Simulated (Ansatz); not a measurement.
Antifluorite Mg2Ge

The numbers are results of CAM-B3LYP (Ansatz, a program for electronic structure, PAW), not measurements.

Settings: plane-wave cutoff 460 eV, 8×8×8 k mesh, Fermi–Dirac smearing 0.01 eV, scalar-relativistic PAW data made under PBE.

Cell: measured lattice: a = b = c = 6.3849 Å, α = β = γ = 90.00°.

band gap: 2.93 eV (on the SCF k mesh) (indirect)
smallest direct gap on the k points sampled: 3.97 eV

Measured, for comparison: band gap 0.74 eV (temperature not stated, no zero-point or thermal correction, indirect, Γ–X; as tabulated in Ryu et al. (2019), arXiv:1905.06140).

Note: cell and atoms aren't relaxed at this level (pressure -1.5 GPa).

Spin–orbit coupling is not included.

Computed values are for the static lattice.
